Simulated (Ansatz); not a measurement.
# CH5Al: the cost of one run

All numbers below are computed with Ansatz 0.2.0 (RKS CAM-B3LYP/def2-SVP).

## 1. Starting point

Bond lengths: Al1–H2 1.760 Å, Al1–H3 1.760 Å, Al1–C4 1.970 Å, C4–H5 1.110 Å, C4–H6 1.110 Å, C4–H7 1.110 Å. Angles: H2–Al1–H3 33.3°, H2–Al1–C4 163.3°, H3–Al1–C4 163.3°, Al1–C4–H5 109.5°, Al1–C4–H6 109.5°, Al1–C4–H7 109.5°, H5–C4–H6 109.4°, H5–C4–H7 109.4°, H6–C4–H7 109.4°.

As a file:

```xyz
7

Al    0.0000    0.0000    0.0000
H     1.2076    0.0000    1.2804
H     1.7126    0.0000    0.4057
C    -1.7060    0.0000   -0.9850
H    -2.2662   -0.9305   -0.7558
H    -2.3102    0.8797   -0.6796
H    -1.5043    0.0508   -2.0753
```

## 2. Pulling towards end A

Springs on the bonds that form and break draw the guess towards this end; the thresholds are loose.

Input file input.yaml:

```yaml
crystal:
  periodic: [false, false, false]
  atoms:
    - { symbol: Al, position_ang: [0.0, 0.0, 0.0] }
    - { symbol: H, position_ang: [1.2076, 0.0, 1.2804] }
    - { symbol: H, position_ang: [1.7126, 0.0, 0.4057] }
    - { symbol: C, position_ang: [-1.706, 0.0, -0.985] }
    - { symbol: H, position_ang: [-2.2662, -0.9305, -0.7558] }
    - { symbol: H, position_ang: [-2.3102, 0.8797, -0.6796] }
    - { symbol: H, position_ang: [-1.5043, 0.0508, -2.0753] }
basis:
  gaussian: { orbitals: def2-SVP }
hamiltonian:
  xc: cam_b3lyp
relax:
  f_tol: 0.15
  max_steps: 25
  restrain:
    - { distance: [1, 2], at: 1.86, k: 30.0 }
    - { distance: [0, 1], at: 1.56, k: 30.0 }
    - { distance: [0, 2], at: 1.56, k: 30.0 }
```

The run is started by

```
> ansatz run input.yaml --threads 1 --pin off --max-ram 2048MiB --backend cpu --events-out ev --progress --plain --runs-dir out
```

**Question.** How long does this run take on 1 thread of Arm Neoverse V2, shared host, and how much memory does it need?

About 8.3 s, with a peak of 0.11 GiB.
